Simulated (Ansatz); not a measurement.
System: C₂H₃ (charge +1, singlet). SMILES of the parent species: C=[CH]
Geometry from a B3LYP-D3(BJ)/def2-TZVP (Ansatz, a program for electronic structure) optimisation:
```xyz
5

C      0.6664    -0.0823     0.0295
C     -0.5746     0.0710    -0.0254
H      1.7385    -0.2147     0.0769
H     -1.0222     1.0180    -0.3653
H     -1.2665    -0.7354     0.2640
```
Charge +1, spin multiplicity 1.

Parts of the frozen-core correlation energy in STO-3G (Ansatz, hartree). Frozen orbitals: 2; correlated occupied orbitals by spin: 5 and 5; virtual: 6 and 6. Spin-orbit coupling is left out. No relativistic terms.

| term | value |
|---|---|
| reference (HF) | -76.16342 |
| MP2 opposite-spin | ___ |
| MP2 same-spin | ___ |
| CCSD correlation | ___ |
| (T) | -0.00217 |
| FCI minus CCSD(T) | -0.00087 |
| T1 diagnostic | 0.025 |
| largest doubles amplitude | 0.175 |

Some entries are withheld; supply them.


- MP2 opposite-spin, value: -0.09188
- MP2 same-spin, value: -0.01812
- CCSD correlation, value: -0.14103
